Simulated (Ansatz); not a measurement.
Program: Ansatz. Geometries: PBE0-D4/def2-TZVP. ΔE: electronic, gas phase. CCSD(T)/CBS is the MP2 limit (def2-TZVPP, def2-QZVPP) plus CCSD(T) − MP2 in def2-TZVPP, frozen cores. This one scheme is used for every species, atoms too. DFT in def2-TZVPP. Open shells (•) are unrestricted, without spin–orbit coupling. Spin–orbit coupling would lower the free atoms: a little for C, O. Each species was taken in one conformer, which may not be the lowest.

Reaction (atomization): `CCCOC` → 4 C• + 10 H• + O•

`CCCOC`:

Cartesian coordinates in Å:
```
C 1.007 0.448 -2.018
C -0.166 -0.089 -1.217
C 0.061 0.031 0.271
O -1.053 -0.480 0.955
C -0.911 -0.401 2.344
H 1.185 1.506 -1.804
H 0.827 0.354 -3.091
H 1.928 -0.095 -1.789
H -1.082 0.450 -1.474
H -0.343 -1.141 -1.458
H 0.971 -0.520 0.564
H 0.224 1.086 0.548
H -1.813 -0.816 2.794
H -0.042 -0.975 2.695
H -0.793 0.640 2.679
```

```
        level  ΔE (kJ/mol)
      BLYP-D4       5795.3
CCSD/def2-SVP       5539.4
```

Question: What does CCSD(T)/CBS give? (Best estimate.)

Answer: Computed: +5816.0 kJ/mol. The listed levels differ from it by -20.7, -276.6 kJ/mol.

Question: What do rigid-rotor, harmonic-oscillator terms from PBE0-D4/def2-TZVP frequencies (298.15 K, 1 bar) make of the CCSD(T)/CBS value? (An estimate is asked.)

Answer: Computed: ΔZPE = -359.2 kJ/mol, ΔH = +5529.3 kJ/mol, ΔS = 1607 J/(mol·K), ΔG = +5050.2 kJ/mol. Open shells count their whole term as degenerate.

Largest T1 diagnostic among the species: 0.009.

The D4 term adds +35.9 kJ/mol with B3LYP and +19.0 kJ/mol with PBE0; it sums over pairs of atoms, weighted by their polarisabilities, and B3LYP, whose exchange is more repulsive, gets the larger term. In def2-TZVPP, CCSD(T) changes the Hartree–Fock value by +1354.6 kJ/mol (the triples alone add +68.5 kJ/mol) and MP2 by +1409.9 kJ/mol; breaking electron pairs costs correlation energy, which Hartree–Fock lacks. From BLYP to BHLYP (50 % exact exchange), in def2-TZVPP and without D4, ΔE moves by −92.5 kJ/mol: exact exchange takes away binding that semilocal exchange gives to molecules.

B3LYP here is the variant with VWN-RPA as its local correlation; programs differ in this.

For atomizations the MP2-based limit and the directly extrapolated one differ by several kJ/mol either way, and by 10 to 25 for some Ge, Se and Sn compounds, so smaller differences from it don't rank the levels.
